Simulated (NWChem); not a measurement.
# allene (C3H4); SMILES C=C=C

Computed with NWChem. All runs use the structure optimised with PBE-D3(BJ)/def2-SVP. Level PBE/def2-SVP: energy and gradient; each run changes one setting, and changes count from the defaults (medium grid, exact Coulomb integrals, symmetry on).

Question: Which setting moves the energy most, and by about how much (extra-fine grid; defaults; Coulomb fitting, Weigend set; Becke weights; symmetry off)?

Answer: Coulomb fitting, Weigend set, by about 100 μHa.
```json
[
 {"setting": "defaults", "size of the energy change (μHa)": "< 10", "largest change of a gradient component (μHa/bohr)": "< 30"},
 {"setting": "Coulomb fitting, Weigend set", "size of the energy change (μHa)": "100", "largest change of a gradient component (μHa/bohr)": "< 30"},
 {"setting": "extra-fine grid", "size of the energy change (μHa)": "< 10", "largest change of a gradient component (μHa/bohr)": "< 30"},
 {"setting": "Becke weights", "size of the energy change (μHa)": "< 10", "largest change of a gradient component (μHa/bohr)": "< 30"},
 {"setting": "symmetry off", "size of the energy change (μHa)": "< 10", "largest change of a gradient component (μHa/bohr)": "other frame"}
]
```
